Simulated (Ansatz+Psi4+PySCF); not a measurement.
doublet HN₂O: levels of theory in one basis

```xyz
4

H    -0.2758   -1.9188   -0.0021
O    -0.8689   -0.6254   -0.0287
N    -0.0121    0.2327    0.0127
N     1.0225    0.7045   -0.0164
```

Basis set: cc-pVTZ (spherical functions). Left uncorrelated: 3 orbitals. Correlation on ROHF uses semicanonical orbitals with singles. Charge 0, multiplicity 2.

Computed with Ansatz (development build ahead of 0.2.0) and Psi4 1.11; each method stands on the lowest determinant of its kind that the runs found.

```tsv
method	E − E(ROHF) (eV)	<S²> of the determinant
ROHF	0.00	0.75
UHF	-0.32	1.04
UHF-MP2	-17.35	1.04
```

**Question.** What does ROHF-MP2 give on the same scale?

**Answer.** -18.06 eV.

Caution for UHF, UHF-MP2: the unrestricted determinant is spin contaminated.
